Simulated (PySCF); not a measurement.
# Field gradients at the hydrogen positions

Compound: C4H4F2.
Geometry (PBE0-D3(BJ)/def2-SVP, Å), atoms numbered from 1 in this order:
```xyz
10
C4H4F2 angstrom
C      2.2223    0.2949   -0.6480
C      1.1941   -0.0361   -0.1033
C     -0.0485   -0.4317    0.5401
C     -1.2826    0.1486   -0.1232
F     -2.3784   -0.3172    0.5164
F     -1.2816    1.4921   -0.0208
H      3.1370    0.5897   -1.1284
H     -0.0624   -0.1082    1.5942
H     -0.1491   -1.5292    0.5363
H     -1.3580   -0.1190   -1.1918
```

Level: PBE0/pcSseg-1 (PySCF, non-relativistic); Q(2H) = 0.00286 b; rigid geometry, the same for H and D, with no vibrational averaging.

Question: Rank these positions by the coupling χzz of a deuteron there, largest first.
A. H7 (alkyne hydrogen)
B. H8 (methylene hydrogen)
C. H10 (methine hydrogen)

Answer: A (230 kHz), B (188 kHz), C (175 kHz).

Tabulate Vzz, the asymmetry η and χzz = 234.96 MHz × Q × Vzz for every hydrogen position.

```tsv
atom	bonded to	bond length (Å)	Vzz (au)	η	χzz (kHz)
H7	C1	1.074	0.3420	0.01	230
H8	C3	1.103	0.2795	0.04	188
H9	C3	1.102	0.2806	0.04	189
H10	C4	1.104	0.2605	0.03	175
```

One conformer (not necessarily the lowest) at the PBE0-D3(BJ)/def2-SVP geometry, without solvent, vibrations or thermal averaging. The basis is small and wasn't made for field gradients, so the couplings can be 20 % off.

The run behind these numbers computed NMR shieldings as well. Time: 6.9 s. Hardware: one thread of an Arm Neoverse V2, shared host.
